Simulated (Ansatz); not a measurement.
A nudged elastic band was laid between two geometries of HOS$_{2}$ (4 atoms, charge 0, multiplicity 2).

Level of theory: UKS B3LYP-D4/cc-pVDZ in Ansatz 0.2.0.

```yaml
movable_images: 7
climbing_image: yes
spring: 5.0 eV/Å²
optimiser: quadratic models (default)
start_path: through a guess of the saddle point
force_threshold: 0.05 eV/Å
iteration_limit: 60
end_points: relaxed
```

Initial state:

```xyz
4
Properties=species:S:1:pos:R:3
S -1.400 -0.420 0.904
O -0.441 0.810 0.346
S 0.981 0.485 -0.621
H 0.859 -0.875 -0.629
```

Final state:

```xyz
4
Properties=species:S:1:pos:R:3
S -1.649 0.485 1.128
O -0.502 -0.387 0.310
S 0.785 0.522 -0.489
H 1.366 -0.620 -0.949
```

Q: Which bonds break or form, and what moves?

A: No bond is made or broken. The dihedral S1–O2–S3–H4 goes from 0 to -180°.

Q: What energy profile does the band end with?

A: It converged. The highest image is number 4 of 0 to 8, 0.039 eV above the ends, which have the same energy within 2 meV. A vibrational analysis at the climbing image gives one clearly imaginary mode, 107i cm⁻¹: a first-order saddle point.

```csv
image,path coordinate (Å),energy (eV),dihedral S1–O2–S3–H4 (°)
0,0.00,0.000,0
1,0.26,0.008,28
2,0.53,0.023,54
3,0.79,0.035,78
4,1.05,0.039,101
5,1.29,0.034,121
6,1.52,0.021,141
7,1.76,0.006,160
8,1.99,-0.002,-180
```

Q: What is the geometry of the highest image?

A: 
```xyz
4
Properties=species:S:1:pos:R:3
S -1.445 -0.130 1.280
O -0.675 0.496 -0.055
S 1.083 0.343 -0.180
H 1.037 -0.709 -1.045
```

Q: What are the harmonic wavenumbers there?

A: 107i, 295, 561, 741, 918, 2627 cm⁻¹.

The run took 78 s on 1 thread of Intel(R) Xeon(R) 6975P-C (Granite Rapids) (shared host), peak memory 0.16 GiB.
